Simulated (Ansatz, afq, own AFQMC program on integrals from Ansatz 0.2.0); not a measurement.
# Atomization energy of RuH, sextet

```xyz
2

Ru    0.0000    0.0000    0.0000
H     0.0000    0.0000    1.7532
```

Atoms in their ground-state spins without spin–orbit coupling (mostly on UHF) minus the molecule (UHF), without zero-point energy. The geometry is a stationary point, not shown to be a minimum.

Basis def2-TZVP with its core potentials. Only valence electrons are correlated. Ansatz 0.2.0 and our own AFQMC program on the same integrals; the CISD trial comes from CCSD amplitudes, and released means the phaseless constraint is let go. ± is one standard error of the sampling. No spin–orbit coupling. The metal's outer-core s and p shells are frozen, which shifts wave-function levels against functionals. The errors of all members are added in quadrature.

No full CI on the walks' own integrals is used here; CCSDT(Q) serves as the reference and is uncertain by about the last step of the cluster series. Each member takes its own surest rung, up to full CI.

Errors are counted within def2-TZVP, not against nature.

Cautions: no spin-orbit coupling; outer-core shells of the metal frozen; RuH (sextet): lower spins were not checked, the released energies are still falling, so no released level is given (meV from the phaseless value at times in 1/Eh: 0 ± 7 at 0.60, -11 ± 9 at 1.20, -42 ± 11 at 2.00, -45 ± 16 at 3.00, -33 ± 28 at 4.20), though the last usable value meets CCSDT(Q) within the noise, its ph-AFQMC/CISD value lies 27 ± 5 meV above CCSDT(Q).

Reference (CCSDT(Q)): 140.5 kJ/mol.

```tsv
level	atomization energy (kJ/mol)	error against CCSDT(Q) (kJ/mol)
HF	110.2	-30.3
MP2	115.6	-24.8
CCSD	139.5	-0.9
CCSD(T)	139.8	-0.6
CCSDT	140.5	0.0
ph-AFQMC/HF	145.8 ± 3.1	5.3 ± 3.1
ph-AFQMC/CISD	139.0 ± 0.5	-1.4 ± 0.5
```

Correlation beyond CCSD(T) adds 0.6 kJ/mol. The perturbative (T) step is worth +0.3 kJ/mol.

A walk keeps the symmetry of its determinant, which the program's search chose and which needn't be the lowest solution, so a lower state of the same spin and another symmetry isn't excluded.
